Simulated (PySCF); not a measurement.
BF3, SMILES FB(F)F.

Coordinates come from a B3LYP-D3(BJ)/def2-TZVP optimisation. The isomer is the one that the SMILES or the coordinates give; other isomers of the formula were not compared.

Calculation: PBE/def2-TZVPD in PySCF.

Symmetry labels are those of the subgroup C2v that the program uses (full group D3h).

Question: List the valence orbital energies around the gap with their symmetry. (An estimate is asked for; the answer gives what the named calculation found.)

Answer: 
```
orbital  symmetry  energy (eV)
-------  --------  -----------
HOMO−7         A1       -13.94
HOMO−6         B1       -13.94
HOMO−5         B2       -12.97
HOMO−4         B1       -11.16
HOMO−3         A1       -11.16
HOMO−2         B2       -11.00
HOMO−1         A2       -11.00
HOMO           B1       -10.06
LUMO           A1        -0.79
LUMO+1         B2        -0.45
LUMO+2         A1         1.22
LUMO+3         B1         1.22
```
